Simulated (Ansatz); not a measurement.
Saddle search on CH8SSi, closed shell by partitioned rational-function steps on PBE0-D4/def2-TZVP gradients (Ansatz 0.2.0), from this start:

Si1  (-0.549, 0.087, -0.421)
H2  (0.686, 1.195, -0.960)
H3  (-1.266, -1.124, -0.933)
H4  (-1.432, 1.192, -0.949)
C5  (-0.428, 0.218, 1.439)
H6  (1.256, 0.402, -0.918)
S7  (1.602, -1.256, -0.699)
H8  (-1.447, 0.330, 1.845)
H9  (0.033, -0.679, 1.876)
H10  (0.153, 1.101, 1.738)
H11  (1.392, -1.465, -2.017)
(Å)

```
step  energy less the last (meV)  largest force (eV/Å)  curvature followed (eV/Å²)
   1                        23.8                 0.262                      -11.50
   2                        13.2                 0.140                      -11.27
   3                        11.3                 0.225                      -11.41
   4                        13.7                 0.270                      -11.37
   5                        14.3                 0.504                      -11.40
   6                         6.5                 0.306                      -11.42
   7                         5.3                 0.305                      -10.96
   8                         2.4                 0.087                      -11.03
   9                         1.1                 0.054                      -11.61
  10                         2.2                 0.243                      -11.63
  11                         0.5                 0.115                      -11.36
  12                         3.6                 0.263                      -11.36
  13                         1.2                 0.232                      -11.36
  14                         1.1                 0.237                      -11.41
  15                         0.7                 0.138                      -11.61
  16                         0.2                 0.040                      -11.59
  17                         0.4                 0.061                      -11.59
  18                         0.4                 0.074                      -11.61
  19                         0.6                 0.118                      -11.60
  20                         0.5                 0.085                      -11.61
  21                         0.1                 0.057                      -11.61
  22                         0.1                 0.051                      -11.63
  23                         0.0                 0.016                      -11.87
  24                         0.0                 0.013                      -11.97
  25                         0.0                 0.005                      -12.08
```

The search ended at:

```
11
angstrom
Si -0.5676 0.0758 -0.4213
H 0.5355 1.2103 -1.1149
H -1.1695 -1.1234 -1.0575
H -1.5267 1.1519 -0.8516
C -0.4143 0.1795 1.4278
H 1.1322 0.4914 -0.9843
S 1.6533 -1.1303 -0.5612
H -1.3170 0.6194 1.8570
H -0.2437 -0.8099 1.8535
H 0.4336 0.8130 1.7000
H 1.4842 -1.4780 -1.8473
```
